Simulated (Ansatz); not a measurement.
# Structure relaxation of Rb2Nb

Computed with DFT PBE, scalar-relativistic, plane waves, PAW (Ansatz 0.2.0). Cutoff 420 eV, Γ-centred k mesh, Gaussian smearing, no spin polarisation in the final step.

The start puts Rb2Nb on the AlB2 structure type (P6/mmm, No. 191), with Nb in place of Al, Rb in place of B, at a guessed volume.

```
Rb Nb
1.0
     4.61381    0.00000    0.00000
    -2.30691    3.99568    0.00000
     0.00000    0.00000    4.98169
Rb Nb
2 1
Direct
  0.33333 0.66667 0.50000
  0.66667 0.33333 0.50000
  0.00000 0.00000 0.00000
```

Cell and atoms relax at zero pressure; the relaxation can't lower the symmetry of the start. After a coarse first stage the cell is made exact in the group found at 0.06 Å.

Formation energies are uncorrected and refer to the elements' standard structures at the same level.

**Question.** Describe the relaxed structure.

**Answer.** It keeps P6/mmm (No. 191), but not the shape of the type it started on. Conventional cell: a = 6.705 Å, c = 3.028 Å. Rb has 2 Rb at 3.03 Å; Nb has 2 Nb at 3.03 Å.

```xyz
3
Lattice="6.7051 0.0000 0.0000 -3.3526 5.8068 0.0000 0.0000 0.0000 3.0281" Properties=species:S:1:pos:R:3 pbc="T T T"
Rb    0.0000    3.8712    1.5141
Rb    3.3526    1.9356    1.5141
Nb    0.0000    0.0000    0.0000
```

**Question.** What are its volume, energy, density and gap?

**Answer.** The volume per atom is 39.30 Å³. The density is 3.72 g/cm³ and the energy over the elements is 1.61 eV/atom. The gap on the 12×12×16 mesh is 0 eV (a metal).

The final run used a 12×12×16 mesh on its 3-atom cell and 0.10 eV smearing. For metals, differences of a few meV/atom aren't resolved. Symmetry constrained the relaxation, so the result can be a saddle point.

Cost: 4 runs of about 2.4 core-minutes in all, on Intel Xeon Platinum 8488C (Sapphire Rapids) (shared hosts).